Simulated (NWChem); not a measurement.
# doublet CN at 3 levels

Aim: a comparison of 3 runs (U-r2SCAN/aug-cc-pVTZ, UB3LYP/aug-cc-pVTZ, UTPSS/aug-cc-pVTZ) of doublet CN. 

Program for the calculation: NWChem 7.3.0.

## 1. The molecule

CN has 2 atoms, charge 0, and is taken as a doublet. SMILES of the parent species: `[C-]#N`. The shape is that of a PBE0-D4/def2-TZVPD optimisation. That shape belongs to the parent species and isn't relaxed for this state.

Bond lengths: C1–N2 1.170 Å.

## 2. The energy at U-r2SCAN/aug-cc-pVTZ (run 1)

The input, test.nw:

```
start test
title "CN energy"
memory total 2200 mb

geometry units angstrom noautosym nocenter noautoz
 C      0.499700    -0.161700     0.257300
 N     -0.499700     0.161700    -0.257300
end

basis spherical bse
 C library aug-cc-pVTZ
 N library aug-cc-pVTZ
end

dft
 xc r2scan
 mult 2
 grid fine
 convergence energy 1e-08
 iterations 100
 mulliken
end

task dft energy
```

Started as:

```
$ nwchem test.nw > test.out
```

The program printed:

```text
[...]
          Wavefunction type:  spin polarized.
          No. of atoms     :     2
          No. of electrons :    13
[...]
          Charge           :     0
          Spin multiplicity:     2
[...]
          AO basis - number of functions:    92
[...]
              XC Information
              --------------
                      r^2SCAN Method XC Functional
               r^2SCAN metaGGA Exchange Functional  1.000
                     r^2SCAN Correlation Potential  1.000
[...]
 d= 0,ls=0.0,diis     1    -92.6365230245 -1.12D+02  4.57D-03  1.24D-01     1.2
[...]
 d= 0,ls=0.0,diis    13    -92.6957201213 -3.61D-10  1.74D-08  1.20D-11    12.5
[...]
         Total DFT energy =      -92.695720121324
      One electron energy =     -162.206217033462
           Coulomb energy =       62.616793036051
    Exchange-Corr. energy =      -12.107253782093
 Nuclear repulsion energy =       19.000957658179
[...]
      Total Density - Mulliken Population Analysis
     ---------------------------------------------
    Atom       Charge   Shell Charges
 -----------   ------   -------------------------------------------------------
    1 C    6     5.88   1.97  0.21  0.86  0.45  0.03  0.75  1.25  0.33 -0.00  0.02  0.03 -0.02  0.01 -0.00
    2 N    7     7.12   1.96  0.25  1.00  0.50 -0.02  0.93  1.59  0.80  0.04  0.01  0.03  0.03  0.00  0.00
[...]
      <S2> =      0.7642 (Exact =     0.7500)
[...]
```

It took 13 s on 1 thread of Intel Xeon 6975P-C (Granite Rapids), shared host; peak memory 0.11 GiB.

## 3. A single-point energy at UB3LYP/aug-cc-pVTZ (run 2)

The input, cn.nw:

```
start cn
title "CN"
memory 2200 mb

geometry units angstrom noautosym nocenter noautoz
  C      0.499700    -0.161700     0.257300
  N     -0.499700     0.161700    -0.257300
end

basis spherical bse
  C library aug-cc-pVTZ
  N library aug-cc-pVTZ
end

dft
  xc b3lyp
  mult 2
  grid fine
  convergence energy 1e-08
  maxiter 100
  mulliken
end

task dft energy
```

Started as:

```
$ nwchem cn.nw > cn.out
```

The program printed:

```text
[...]
          Wavefunction type:  spin polarized.
          No. of atoms     :     2
          No. of electrons :    13
[...]
          Charge           :     0
          Spin multiplicity:     2
[...]
          AO basis - number of functions:    92
[...]
              XC Information
              --------------
                         B3LYP Method XC Potential
                     Hartree-Fock (Exact) Exchange  0.200
                        Slater Exchange Functional  0.800 local
                    Becke 1988 Exchange Functional  0.720 non-local
              Lee-Yang-Parr Correlation Functional  0.810
                  VWN I RPA Correlation Functional  0.190 local
[...]
 d= 0,ls=0.0,diis     1    -92.6852099867 -1.12D+02  4.05D-03  1.45D-01     1.0
[...]
 d= 0,ls=0.0,diis    12    -92.7468075911 -2.44D-09  3.85D-08  3.77D-11     9.8
[...]
         Total DFT energy =      -92.746807591055
      One electron energy =     -162.208668982132
           Coulomb energy =       62.609491526491
    Exchange-Corr. energy =      -12.148587793594
 Nuclear repulsion energy =       19.000957658179
[...]
      Total Density - Mulliken Population Analysis
     ---------------------------------------------
    Atom       Charge   Shell Charges
 -----------   ------   -------------------------------------------------------
    1 C    6     5.90   1.96  0.23  0.86  0.45  0.02  0.76  1.21  0.36 -0.00  0.02  0.03 -0.01  0.01 -0.00
    2 N    7     7.10   1.95  0.26  0.99  0.49 -0.00  0.95  1.56  0.80  0.04  0.01  0.03  0.02  0.00  0.00
[...]
      <S2> =      0.7583 (Exact =     0.7500)
[...]
```

Run time: 11 s. Hardware: 1 thread of Intel Xeon 6975P-C (Granite Rapids), shared host; peak memory 0.11 GiB.

## 4. The energy at UTPSS/aug-cc-pVTZ (run 3)

The input, cn.nw:

```
start cn
title "CN TPSS"
memory 2200 mb

geometry noautosym nocenter noautoz
  C     0.499700   -0.161700    0.257300
  N    -0.499700    0.161700   -0.257300
end

basis "ao basis" spherical bse
  * library aug-cc-pVTZ
end

dft
  xc xtpss03 ctpss03
  mult 2
  grid fine
  convergence energy 1e-08
  iterations 100
  mulliken
  noprint "final vectors analysis"
end

task dft
```

Started as:

```
$ nwchem cn.nw > cn.out
```

The program printed:

```text
[...]
          Wavefunction type:  spin polarized.
          No. of atoms     :     2
          No. of electrons :    13
[...]
          Charge           :     0
          Spin multiplicity:     2
[...]
          AO basis - number of functions:    92
[...]
              XC Information
              --------------
                  TPSS metaGGA Exchange Functional  1.000
             TPSS03 metaGGA Correlation Functional  1.000
[...]
 d= 0,ls=0.0,diis     1    -92.7056368035 -1.12D+02  4.79D-03  1.27D-01     1.5
[...]
 d= 0,ls=0.0,diis    12    -92.7666282452 -5.70D-10  4.13D-08  3.95D-11    11.7
[...]
         Total DFT energy =      -92.766628245184
      One electron energy =     -162.233077100845
           Coulomb energy =       62.645834769781
    Exchange-Corr. energy =      -12.180343572299
 Nuclear repulsion energy =       19.000957658179
[...]
      Total Density - Mulliken Population Analysis
     ---------------------------------------------
    Atom       Charge   Shell Charges
 -----------   ------   -------------------------------------------------------
    1 C    6     5.88   1.97  0.22  0.88  0.41  0.02  0.75  1.25  0.33 -0.00  0.02  0.04 -0.02  0.01  0.00
    2 N    7     7.12   1.96  0.25  1.00  0.52  0.01  0.94  1.58  0.77  0.04  0.01  0.03  0.02  0.00 -0.00
[...]
      <S2> =      0.7582 (Exact =     0.7500)
[...]
```

Wall time 13 s (1 thread of Intel Xeon 6975P-C (Granite Rapids), shared host); peak memory 0.11 GiB.

## 5. Overview of the runs

| run | level | energy (Eh) | dipole moment (D) | HOMO energy (eV) | LUMO energy (eV) | wall time |
| --- | --- | --- | --- | --- | --- | --- |
| 1 | U-r2SCAN/aug-cc-pVTZ | -92.695720 | 1.43 | -9.66 | -7.10 | 13 s |
| 2 | UB3LYP/aug-cc-pVTZ | -92.746808 | 1.37 | -10.55 | -6.99 | 11 s |
| 3 | UTPSS/aug-cc-pVTZ | -92.766628 | 1.20 | – | – | 13 s |

## 6. What came out

| quantity | value |
| --- | --- |
| run 3: total energy | -92.76663 Eh |
| run 3: dipole moment | 1.20 D |
| run 3: ⟨S²⟩ | 0.758 |

What this shows: The dipole moment (its size) runs from 1.20 D (UTPSS/aug-cc-pVTZ) to 1.43 D (U-r2SCAN/aug-cc-pVTZ). Totals of different functionals can't be ranked against each other. All runs together took 36 s, the longest 13 s.
